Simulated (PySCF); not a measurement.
Structure problem from calculated spectra and properties.

Formula: C2H8N2.

- Couplings: largest of the computed one-bond spin–spin couplings (means over like bonds): 13C–1H +133.0 (×2), 13C–1H +132.3 (×3), 15N–1H -80.4, 15N–1H -69.5 (×2), 13C–13C +42.7, 15N–15N -8.2, 15N–13C -3.7 Hz [B3LYP/pcJ-1, spin–dipole term left out for some pairs]
- XPS: C1s 290.7, C1s 291.4, N1s 405.5, N1s 405.6 eV [ΔSCF SCAN, pcX-2 on the ionised atom, pcseg-1 elsewhere, spin-free X2C]
- 1H NMR: chemical shifts (computed TMS as zero) by class: 2.80 (2 H), 2.73 (1 H), 2.33 (2 H), 1.02 (3 H) ppm [GIAO KT3/pcSseg-2]
- NMR, other nuclei: isotropic shieldings of nuclei other than C and H, by class: 167 (1 N), 176 (1 N) ppm [GIAO KT3/pcSseg-2]
- 13C NMR: chemical shifts (computed TMS as zero) by class: 55.5 (1 C), 15.0 (1 C) ppm [GIAO KT3/pcSseg-2]
- Dipole: 1.66 D [wB97X-D/def2-SVPD]
- UV, strongest line: among the 10 lowest singlet transitions: S5 at 7.99 eV (155 nm, f = 0.086) [TDDFT wB97X-D/def2-SVPD]
- UV, first state: lowest singlet excitation: 6.61 eV (187 nm, f = 0.007) [TDDFT wB97X-D/def2-SVPD]
- Rotational structure: rotational constants A, B, C: 15.217, 5.239, 4.455 GHz [PBE0-D3(BJ)/def2-SVP]

Electronic properties: PySCF, gas phase, density fitting. Levels stand in brackets. Isolated species at its PBE0-D3(BJ)/def2-SVP geometry (one conformer only). NMR values are class means; diastereotopic atoms form classes of their own.

Q: What is the compound? Reason from the data.

A: Numbering: `[CH3:1][CH2:2][NH:3][NH2:4]`. Its formula, C2H8N2, gives 0 degrees of unsaturation, so no ring and no π bond. 2 carbons fall into 2 classes; from least to most shielded: sp3 carbon bound to nitrogen [C2] (55.5 ppm), methyl carbon [C1] (15.0 ppm). Hydrogen classes from least to most shielded: 2 H on an sp3 carbon bound to nitrogen, C2 (2.80 ppm), 1 H on a hydrazine nitrogen, N3 (2.73 ppm), 2 H on a hydrazine nitrogen, N4 (2.33 ppm, a mean of values up to 2.0 ppm apart in this geometry), 3 H on a methyl carbon, C1 (1.02 ppm, a mean of values up to 0.6 ppm apart in this geometry). The other shieldings belong to: 167 ppm, hydrazine nitrogen [N3]; 176 ppm, hydrazine nitrogen [N4]. The couplings run between: +133.0 Hz, sp3 carbon bound to nitrogen [C2] and its hydrogen (with 1 like pair); +132.3 Hz, methyl carbon [C1] and its hydrogen (with 2 like pairs); -80.4 Hz, hydrazine nitrogen [N3] and its hydrogen; -69.5 Hz, hydrazine nitrogen [N4] and its hydrogen (with 1 like pair); +42.7 Hz, methyl carbon [C1] and sp3 carbon bound to nitrogen [C2]; -8.2 Hz, hydrazine nitrogen [N3] and hydrazine nitrogen [N4]; -3.7 Hz, hydrazine nitrogen [N3] and sp3 carbon bound to nitrogen [C2]. The core levels belong to: C1s 290.7 eV, methyl carbon [C1]; C1s 291.4 eV, sp3 carbon bound to nitrogen [C2]; N1s 405.5 eV, hydrazine nitrogen [N3]; N1s 405.6 eV, hydrazine nitrogen [N4]. The optimised geometry has point group C1 and is an asymmetric top. Structure: ethylhydrazine, `NNCC`. Computed isomers that give other values at the same levels: `CNNC` (1,2-dimethylhydrazine) (rotational constant A: 27.912 GHz; this holds for the one conformer computed); `NCCN` (ethylenediamine) (core binding energies: C1s 291.2 (×2), N1s 404.9 (×2) eV). The assignments are read from this structure; whether some other isomer fits the data as well wasn't checked.

Shape of the structure used: `[CH3:1][CH2:2][NH:3][NH2:4]`: C1–C2–N3–N4 72°, H–N4–N3–C2 -85°, H–N4–N3–C2 34°.
